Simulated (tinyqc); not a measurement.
Inside a calculation. Method: Pariser-Parr-Pople SCF with singles CI, for the molecule c1ccoc1 (SMILES; centres numbered as the heavy atoms are written). One step of it, computed by the program tinyqc.

Task: Iteration 1: Fock matrix. F_rr = H_rr + P_rr gamma_rr / 2 + sum_(s != r) P_ss gamma_rs; F_rs = H_rs - P_rs gamma_rs / 2; E = tr P (H + F) / 2 + core repulsion sum_(r<s) z_r z_s gamma_rs.

P at the start:
```
           1C         2C         3C         4O         5C
1C   1.197899   0.645113  -0.244261  -0.249571   0.650167
2C   0.645113   1.197899   0.650167  -0.249571  -0.244261
3C  -0.244261   0.650167   1.198854   0.645287  -0.248359
4O  -0.249571  -0.249571   0.645287   1.206493   0.645287
5C   0.650167  -0.244261  -0.248359   0.645287   1.198854
```

core matrix H (eV):
```
            1C          2C          3C          4O          5C
1C  -45.337878   -2.390000    0.000000    0.000000   -2.390000
2C   -2.390000  -45.336170   -2.390000    0.000000    0.000000
3C    0.000000   -2.390000  -49.001369   -2.330000    0.000000
4O    0.000000    0.000000   -2.330000  -66.820362   -2.330000
5C   -2.390000    0.000000    0.000000   -2.330000  -49.000249
```

repulsion gamma_rs (eV):
```
           1C         2C         3C         4O         5C
1C  11.800000   7.752315   5.597059   5.983095   7.752315
2C   7.752315  11.800000   7.754527   5.982199   5.594929
3C   5.597059   7.754527  11.800000   8.891729   5.596326
4O   5.983095   5.982199   8.891729  23.580000   8.893340
5C   7.752315   5.594929   5.596326   8.893340  11.800000
```

Centres (angstrom, eV; a flat drawing with bonds scaled to 1.40 angstrom):

| centre | x | y | core charge z | W | gamma_rr |
|---|---|---|---|---|---|
| 1C | 1.191000 | 0.000000 | 1 | 12.270000 | 11.800000 |
| 2C | 0.368000 | 1.133000 | 1 | 12.270000 | 11.800000 |
| 3C | -0.963000 | 0.700000 | 1 | 12.270000 | 11.800000 |
| 4O | -0.963000 | -0.700000 | 2 | 37.070000 | 23.580000 |
| 5C | 0.368000 | -1.133000 | 1 | 12.270000 | 11.800000 |

Give: F; pi energy.

Result:

F (eV):
```
        1C      2C      3C       4O      5C
1C  -5.761  -4.891   0.684    0.747  -4.910
2C  -4.891  -5.761  -4.911    0.746   0.683
3C   0.684  -4.911  -8.497   -5.199   0.695
4O   0.747   0.746  -5.199  -16.941  -5.199
5C  -4.910   0.683   0.695   -5.199  -8.499
```

pi energy = -105.910 eV
